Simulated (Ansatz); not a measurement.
Compare A (`CC1(F)CC1`) with its isomer B (`C/C=C(/C)F`).

Isolated molecules relaxed with PBE0-D4/def2-TZVP in Ansatz; ΔE leaves out vibrations. CCSD(T)/CBS is the MP2 limit (def2-TZVPP, def2-QZVPP) plus CCSD(T) − MP2 in def2-TZVPP, frozen cores. DFT in def2-TZVPP.

(1) Which isomer does CCSD(T)/CBS put lower? Give the gap. (Best estimate.)

(2) Give E(B) − E(A) in kJ/mol with CCSD(T)/def2-TZVPP, BLYP-D4, CCSD(T)/def2-SVP, MP2/def2-TZVPP, PBE0-D4, r2SCAN-D4, HF/def2-TZVPP. (Best estimate.)

(3) Does the order hold for the free energy at 298.15 K (harmonic terms from PBE0-D4)? (An estimate is asked.)

Largest T1 diagnostic: 0.011.

Answers

(1) The calculation gave: B, by 43.4 kJ/mol.

(2) The calculation gave: CCSD(T)/def2-TZVPP -42.6, BLYP-D4 -60.5, CCSD(T)/def2-SVP -39.7, MP2/def2-TZVPP -34.8, PBE0-D4 -33.7, r2SCAN-D4 -40.6, HF/def2-TZVPP -50.4. None reverses the order clearly.

(3) Ansatz gave: Yes: G(B) − G(A) = -48.8 kJ/mol.

In def2-TZVPP, CCSD(T) changes the Hartree–Fock value by +7.8 kJ/mol (the triples alone add −1.5 kJ/mol) and MP2 by +15.7 kJ/mol. From PBE to PBE0 (25 % exact exchange), in def2-TZVPP and without D4, E(B) − E(A) moves by +8.0 kJ/mol.
